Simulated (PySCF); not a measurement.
Thietane, C3H6S.
Numbering: `[CH2:1]1[CH2:2][S:3][CH2:4]1` (hydrogens: H5, H6 on C1; H7, H8 on C2; H9, H10 on C4)

Cartesian coordinates in Å at the PBE0-D3(BJ)/def2-TZVP level; atoms count from 1:
```
atom  x, y, z in Å
C1    -0.0741    0.7337   -0.0741
C2    -1.2652   -0.1982    0.1756
S3    -0.1458   -1.5129    0.7823
C4     0.9915   -0.3685   -0.0821
H5     0.0741    1.3957    0.7802
H6    -0.1314    1.3430   -0.9792
H7    -1.7714   -0.5091   -0.7402
H8    -2.0040    0.1372    0.9023
H9     1.2295   -0.7353   -1.0824
H10    1.9146   -0.1584    0.4565
```

Linear response at PBE0/aug-cc-pVTZ (PySCF, frozen core in the response, non-relativistic). Isolated species at its PBE0-D3(BJ)/def2-TZVP geometry, gas phase.

Static isotropic polarisability: 55.92 au (8.29 Å³), principal values 48.4, 57.3, 62.0 au.

Task: What is the polarisability at 1064 nm and at the sodium D line?

Result: 56.42 au at 1064 nm (+0.9 %), 57.61 au at 589.3 nm (+3.0 %). The rise at 589.3 nm is 3.39 times that at 1064 nm; a pure ω² law gives 3.26. The lowest singlet lies at 275 nm, shorter than both wavelengths.

Task: What is the isotropic C6 coefficient between two such molecules, C6 = (3/π)∫α(iω)² dω?

Result: 1252 au (Eh·bohr⁶) by a ten-point quadrature over imaginary frequencies, which is 748 eV·Å⁶ or 72.2 J·nm⁶/mol.

Task: Which effective excitation energy ω̄ makes London's formula C6 = (3/4)α²ω̄ exact here?

Result: ω̄ = 4·C6/(3α²) = 0.534 Eh = 14.5 eV. A one-pole form α(ω) = α/(1 − ω²/ω̄²) fitted to the 1064 nm value gives 12.4 eV.

Task: What three-body coefficient follows from the one-pole estimate C9 = (3/4)·α·C6?

Result: 52500 au. This is an estimate from the two numbers above, not a computed integral.

Task: How anisotropic is the static polarisability, by Δα² = ½[(α1 − α2)² + (α2 − α3)² + (α3 − α1)²]?

Result: Δα = 11.9 au, or 0.21 of the isotropic value.

Task: What molar refraction at the D line follows from R = (4π/3)·N_A·α′, with α′ the polarisability volume?

Result: α′ = 8.54 Å³ gives R = 21.54 cm³/mol, for isolated, non-vibrating species.

Task: The lowest 10 singlets have (eV, f): 4.51, 0.000; 5.28, 0.009; 5.64, 0.016; 5.76, 0.028; 6.21, 0.000; 6.54, 0.004; 6.66, 0.021; 6.69, 0.008; 6.80, 0.023; 7.09, 0.001. What share of the static polarisability do they carry in the sum over states α = Σ f/ω²?

Result: 2.20 au, 3.9 % of α; the largest term, 0.63 au, is that of the state at 5.76 eV. Their oscillator strengths add up to 0.11. Higher states carry the rest.

Task: What n − 1 at the D line would an ideal gas of it have at 273.15 K and 1 atm (2.6868 × 10¹⁹ cm⁻³), by n − 1 = 2π·N·α′?

Result: 14.41 × 10⁻⁴, a formal value whether or not that pressure can be reached.

Task: How many electrons N does the Slater–Kirkwood formula C6 = (3/4)·√N·α^(3/2) need to give this C6?

Result: N = (4·C6/3)²/α³ = 15.9; the species has 40 electrons in all.
